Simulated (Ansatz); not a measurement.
## BNH2F (SMILES N[B]F): methods side by side

BNH2F has 5 atoms, charge 0, and is taken as a doublet. As SMILES, `N[B]F`. The shape is that of a PBE0-D4/def2-TZVP optimisation. This is one conformer, not always the lowest.

```xyz
5

N    -0.3152    0.2846   -0.2983
B     0.2568   -0.9047    0.1193
F     1.1865   -0.9571    1.0606
H    -1.0196    0.3220   -1.0120
H    -0.0585    1.1817    0.0889
```

Quantity: the energy change with the N1–H4 bond stretched from 1.003 to 1.254 Å, in eV. The values are calculated.

| level | kind | program | value (eV) | less FCI/STO-3G | CPU time (all runs) |
| --- | --- | --- | --- | --- | --- |
| UHF/STO-3G | Hartree–Fock | Ansatz | 1.15 | +0.41 | 0.15 s |
| USVWN5/STO-3G | LDA | Ansatz | 0.75 | +0.01 | 1.4 s |
| UBLYP/STO-3G | GGA | Ansatz | 0.65 | -0.09 | 2.5 s |
| UPBE0/STO-3G | global hybrid | Ansatz | 0.86 | +0.12 | 2.7 s |
| UHSE06/STO-3G | range-separated hybrid | Ansatz | 0.85 | +0.11 | 3.5 s |
| UB2PLYP/STO-3G | double hybrid | Ansatz | 0.84 | +0.10 | 3.1 s |
| UMP2/STO-3G | perturbation theory | Ansatz | 0.87 | +0.13 | 0.16 s |
| UBCCD(T)/STO-3G | coupled cluster or CI | Ansatz | 0.75 | +0.01 | 0.5 s |
| FCI/STO-3G | exact in the basis | Ansatz | 0.74 | 0.00 | 1.7 min |

FCI/STO-3G is exact within its basis and frozen core, so for wave-function methods in that basis the difference is their error; functionals converge differently with the basis, so for them it is only a difference. The first shape isn't each level's own minimum. The values span 0.65 to 1.15 eV. All rows use very small basis sets, so even the best lies far from the true value. Times are those of the runs behind each value, whatever else they computed, on shared processors of several kinds: orders of magnitude only.
